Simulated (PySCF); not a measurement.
## Oxazole: full NMR table

```yaml
Formula: C3H3NO
SMILES: c1cocn1
Point_group_of_the_computed_structure: Cs
Degrees_of_unsaturation: 3
Carbon_signals: 3
Proton_signals: 3
```

Numbering as in the mapped SMILES `[cH:1]1[cH:2][o:3][cH:4][n:5]1` (H(Xn): hydrogen on atom n).

Computed data (PySCF): shieldings: GIAO PBE0/pcSseg-1, coordinates at the PBE0-D3(BJ)/def2-SVP level, J: B3LYP/pcJ-1. In vacuum, one computed conformer, no relativistic terms.

Shifts are taken against calculated references (same method and geometry level): 1H and 13C against TMS; 15N vs NH3; 17O against H2O.

| carbon | δC, type | δH (multiplicity, J in Hz) | HMBC from (abs. J ≥ 3 Hz) | span of the C tensor (ppm) |
| --- | --- | --- | --- | --- |
| C1 | 133.6, CH | 7.32 (s) | H(C4), H(C2) | 164 |
| C2 | 142.9, CH | 7.64 (s) | H(C4), H(C1) | 161 |
| C4 | 154.2, CH | 7.66 (s) | H(C2), H(C1) | 136 |

Other nuclei:
```
atoms  nucleus                         environment  δ (ppm)  σ (ppm)
   N5      15N  pyridine-type nitrogen of an azole    297.5    -31.9
   O3      17O                aromatic ring oxygen    327.9      6.7
```

Selected couplings (Hz, signed; the shortest-range and largest first, 30 at most; isotopes 13C, 1H, 15N): 1J(C4,H(C4)) 242.7, 1J(C2,H(C2)) 217.7, 1J(C1,H(C1)) 205.1, 1J(C1,C2) 77.2, 1J(C1,N5) 4.1, 2J(N5,H(C4)) -15.3, 2J(N5,H(C1)) -11.8, 2J(C2,C4) 7.3, 2J(C1,C4) -3.4, 2J(C2,N5) 1.6.

Carbon types of the structure: 3 × CH, which accounts for all hydrogens. δC 154.2: aromatic CH between two ring heteroatoms. δC 142.9: aromatic CH next to the ring oxygen. δC 133.6: aromatic CH next to a ring nitrogen. δH 7.64: hydrogen on an aromatic CH next to the ring oxygen; it sits in the deshielding region of the aromatic ring current. δH 7.32: hydrogen on an aromatic CH next to a ring nitrogen; it sits in the deshielding region of the aromatic ring current.

Unscaled 3J(H,H) at this level run about 10 % above measured values. Shifts are as computed. Against solution values, carbons near 30 ppm lie about +2 ppm off and those near 130 ppm about +5 ppm. Of 1211 compounds with measured shifts, 218 miss one by over three times the rms of a fit or turn the order of signals round; such compounds aren't used in these exercises. Unscaled 17O shifts of doubly bonded oxygen tend to come out too high, by tens of ppm or more. Experimental scales use liquid or dissolved standards, which lie at an offset from isolated NH3 (liquid NH3: subtract about 20 ppm) and H2O (liquid H2O: subtract about 36 ppm). Unscaled 15N shifts of sp2 nitrogen come out 20 to 40 ppm too high even then.
